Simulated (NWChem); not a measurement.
Everything below was run with NWChem. System: diphosphorus (P$_{2}$), charge 0, spin multiplicity 1, at a geometry optimised with PBE0/def2-SVP. Level: G0W0@PBE/def2-TZVP, RI basis def2-tzvp-rifit.

Part of the output:

```
             Northwest Computational Chemistry Package (NWChem) 7.3.0
             --------------------------------------------------------

                                NWChem Input Module
                                -------------------

 Scaling coordinates for geometry "geometry" by  1.889725989
 (inverse scale =  0.529177249)

 Turning off AUTOSYM since
 SYMMETRY directive was detected!

                             Geometry "geometry" -> ""
                             -------------------------

 Output coordinates in angstroms (scale by  1.889725989 to convert to a.u.)

  No.       Tag          Charge          X              Y              Z
 ---- ---------------- ---------- -------------- -------------- --------------
    1 P                   15.0000     0.00000000     0.00000000     0.94554400
    2 P                   15.0000     0.00000000     0.00000000    -0.94554400

 Effective nuclear repulsion energy (a.u.)      62.9610473045

            Nuclear Dipole moment (a.u.)
            ----------------------------
        X                 Y               Z
 ---------------- ---------------- ----------------
     0.0000000000     0.0000000000     0.0000000000

      Symmetry information
      --------------------

 Group name             D2h
 Group number             26
 Group order               8
 No. of unique centers     1

      Symmetry unique atoms

     1


 Summary of "ao basis" -> "" (spherical)
 ------------------------------------------------------------------------------
       Tag                 Description            Shells   Functions and Types
 ---------------- ------------------------------  ------  ---------------------
 *                         def2-tzvp                  on all atoms

 new library libraries.bse/

 Summary of "ri basis" -> "" (spherical)
 ------------------------------------------------------------------------------
       Tag                 Description            Shells   Functions and Types
 ---------------- ------------------------------  ------  ---------------------
 *                      def2-tzvp-rifit               on all atoms

  pbe96 is a nonlocal functional; adding pw91lda local functional.

                                 NWChem DFT Module
                                 -----------------

 Summary of "ao basis" -> "ao basis" (spherical)
 ------------------------------------------------------------------------------
       Tag                 Description            Shells   Functions and Types
[...]
   Bfn.  Coefficient  Atom+Function         Bfn.  Coefficient  Atom+Function
  ----- ------------  ---------------      ----- ------------  ---------------
     5      2.023839  1 P  s                 42     -2.023839  2 P  s
    20     -1.489040  1 P  pz                57     -1.489040  2 P  pz
    17     -0.488440  1 P  pz                54     -0.488440  2 P  pz
     3     -0.163639  1 P  s                 40      0.163639  2 P  s
     4      0.120421  1 P  s                 41     -0.120421  2 P  s

 center of mass
 --------------
 x =   0.00000000 y =   0.00000000 z =   0.00000000

 moments of inertia (a.u.)
 ------------------
         197.781234074097           0.000000000000           0.000000000000
           0.000000000000         197.781234074097           0.000000000000
           0.000000000000           0.000000000000           0.000000000000

     Multipole analysis of the density
     ---------------------------------

     L   x y z        total         alpha         beta         nuclear
     -   - - -        -----         -----         ----         -------
     0   0 0 0     -0.000000    -15.000000    -15.000000     30.000000

     1   1 0 0      0.000000      0.000000      0.000000      0.000000
     1   0 1 0     -0.000000     -0.000000     -0.000000      0.000000
     1   0 0 1     -0.000000     -0.000000     -0.000000      0.000000

     2   2 0 0    -19.136536     -9.568268     -9.568268      0.000000
     2   1 1 0     -0.000000     -0.000000     -0.000000      0.000000
     2   1 0 1      0.000000      0.000000      0.000000      0.000000
     2   0 2 0    -19.136536     -9.568268     -9.568268      0.000000
     2   0 1 1      0.000000      0.000000      0.000000      0.000000
     2   0 0 2    -18.740693    -57.261182    -57.261182     95.781672

 Task  times  cpu:        2.0s     wall:        2.0s

                                NWChem Input Module
                                -------------------

                                 NWChem GW Module
                                 ----------------

                             ***********************
                             ***        GW       ***
                             ***********************

 Summary of "ri basis" -> "ri basis" (spherical)
 ------------------------------------------------------------------------------
       Tag                 Description            Shells   Functions and Types
 ---------------- ------------------------------  ------  ---------------------
 P                      def2-tzvp-rifit             29      113   9s7p6d5f2g

                 Memory Information
                 ------------------
          Available GA per process is          1700.0 MBs
          Available stack per process is        700.0 MBs
          Available heap per process is           0.0 MBs

          Peak memory in Initialization
              Peak GA per process is                  2.6 MBs
              Peak stack per process is               0.1 MBs
              Peak heap per process is                2.8 MBs
              Memory not in MA per process            0.0 MBs

          Peak memory in AFF Calculation
              Peak GA per process is                  9.6 MBs
              Peak stack per process is               6.0 MBs
              Peak heap per process is                0.0 MBs
              Memory not in MA per process            6.0 MBs

          Computing 2-center integrals
          Computing Inverse Cholesky factor
          Computing 3-center integrals
          Computing V_xc ...

          Computing Sigma_x
          Computing RPA polarizability
          Solving quasiparticle equations

                  Alpha Orbitals
          State     Energy (eV)     Error (eV)
          -----------------------------------
@GW        12        -13.184           0.004
@GW        13        -10.148           0.002
@GW        14        -10.027           0.002
@GW        15        -10.027           0.002
@GW        16         -0.350           0.002
@GW        17         -0.350           0.002

   Applying  -2.9473 eV scissor-shift to rest of particle states

   Applying   2.9970 eV scissor-shift to rest of hole states

     GW Timing Statistics
   ------------------------
   Init.   :          0.0s
     ERIs  :          0.2s
     Distr.:          0.0s
     Vxc   :          0.0s
   Sigma_x :          0.0s
   RPA     :          0.1s
   Wmn     :          0.0s
   Sigma_c :          0.0s
   GW total:          0.5s

 Task  times  cpu:        0.5s     wall:        0.5s

 Total times  cpu:        2.5s     wall:        2.5s
```

Problem. Write an NWChem input that would produce this output.

Solution. Several could match; the one computed here: 
```
start mol
memory heap 200 mb stack 700 mb global 1700 mb
geometry units angstroms nocenter noautoz
  P      0.000000     0.000000     0.945544
  P      0.000000     0.000000    -0.945544
  symmetry group D2h
end
basis spherical
  * library def2-tzvp
end
basis "ri basis" bse spherical
  * library def2-tzvp-rifit
end
dft
  xc xpbe96 cpbe96
  iterations 100
  direct
  tolerances tight
end
task dft energy
gw
  states alpha occ 4 vir 2
end
task dft gw
```
